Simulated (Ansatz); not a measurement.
## A ladder of methods for [SiH3]+ (SMILES [SiH3+])

The species is [SiH3]+ (4 atoms), meant as a singlet with charge +1. As SMILES, `[SiH3+]`. The coordinates come from a PBE0-D4/def2-TZVP relaxation.

```xyz
4

Si    0.0000    0.0000    0.0000
H     0.6869    0.6754    1.1130
H    -0.1184   -1.4672   -0.0099
H    -0.5685    0.7917   -1.1031
```

Each level gives the energy change with the Si1–H3 bond stretched from 1.472 to 2.944 Å (eV). The values are calculated.

| level | kind | program | value (eV) | CPU time (all runs) |
| --- | --- | --- | --- | --- |
| HF/6-31G* (spherical functions) (restricted) | Hartree–Fock | Ansatz | 5.00 | 0.3 s |
| SVWN5/6-31G* (spherical functions) (restricted) | LDA | Ansatz | 3.68 | 1.1 s |
| PBE/6-31G* (spherical functions) (restricted) | GGA | Ansatz | 3.73 | 1.7 s |
| BHLYP/6-31G* (spherical functions) (restricted) | global hybrid | Ansatz | 4.50 | 1.6 s |
| wB97X/6-31G* (spherical functions) (restricted) | range-separated hybrid | Ansatz | 4.57 | 7.7 s |
| B2PLYP/6-31G* (spherical functions) (restricted) | double hybrid | Ansatz | 4.11 | 2.4 s |
| MP2/6-31G* (spherical functions) (restricted) | perturbation theory | Ansatz | 4.26 | 0.35 s |
| CCSDT/6-31G* (spherical functions) (restricted) | coupled cluster or CI | Ansatz | 3.35 | 0.93 s |
| FCI/3-21G | exact in the basis | Ansatz | 3.01 | 1.1 s |

A spin-restricted reference rises too steeply as a bond breaks; here HF/6-31G*, SVWN5/6-31G*, PBE/6-31G*, BHLYP/6-31G*, wB97X/6-31G*, B2PLYP/6-31G*, MP2/6-31G* lie well above the multireference or unrestricted value. The first shape isn't each level's own minimum. The values span 3.01 to 5.00 eV. The coupled-cluster rows rest on a doubtful reference here (large T1 or Brueckner and Hartree–Fock orbitals at odds), and rows may lie in different states. High-level rows in very small sets aren't better than simpler rows in larger ones. In so small a basis fixed costs decide the times, and correlated methods can beat functionals. Times are those of the runs behind each value, whatever else they computed, on shared processors of several kinds: orders of magnitude only.
